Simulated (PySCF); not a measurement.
Cartesian coordinates in Å; atom numbers follow the order of the lines, from 1:
```xyz
15

C    -2.2142   -0.1898    0.0764
C    -0.8127    0.3018   -0.2659
C     0.0513    0.4025    0.9812
S     1.7104    1.0819    0.6503
C     2.4757   -0.3213   -0.2107
H    -2.7037    0.4971    0.7630
H    -2.8189   -0.2660   -0.8239
H    -2.1709   -1.1705    0.5460
H    -0.8681    1.2844   -0.7385
H    -0.3535   -0.3870   -0.9782
H    -0.3917    1.0937    1.6984
H     0.1789   -0.5699    1.4593
H     2.3840   -1.2144    0.4013
H     2.0071   -0.4674   -1.1794
H     3.5220   -0.0672   -0.3438
```

Geometry: GFN2-xTB; GIAO shifts from PySCF 2.14.0 with density-fitted response routines, gas phase, non-relativistic, averaged over equivalent atoms.

At PBE0/pcSseg-1 (142 basis functions, 13 s wall time on 1 thread of an Arm Neoverse V1, shared host):
```csv
atoms,δ (ppm)
C3,42.8
C2,27.9
C5,20.0
C1,16.4
H11/H12,2.22
H13/H14/H15,2.07
H9/H10,1.56
H6/H7/H8,1.02
```

δ = σ(ref) − σ, references computed at the same level: 13C (186.93 ppm), 1H (31.72 ppm) against TMS.

Question: Estimate the result of repeating the calculation with PBE0/Sadlej pVTZ.

Answer: 
| atoms | δ at PBE0/Sadlej pVTZ | change |
| --- | --- | --- |
| C3 | 44.7 | +1.9 |
| C2 | 28.5 | +0.6 |
| C5 | 16.2 | -3.8 |
| C1 | 14.0 | -2.4 |
| H11/H12 | 2.50 | +0.28 |
| H13/H14/H15 | 2.29 | +0.22 |
| H9/H10 | 1.76 | +0.20 |
| H6/H7/H8 | 1.04 | +0.02 |

Scale: TMS for 13C (σ = 197.36 ppm) and 1H (σ = 32.08 ppm) (reference shieldings calculated alike).

The largest change is at C5 (methyl carbon bonded to S). Cost: 218 basis functions, 44 s wall time on 1 thread of an Arm Neoverse N1, shared host. The order of the carbon signals is the same at both levels.
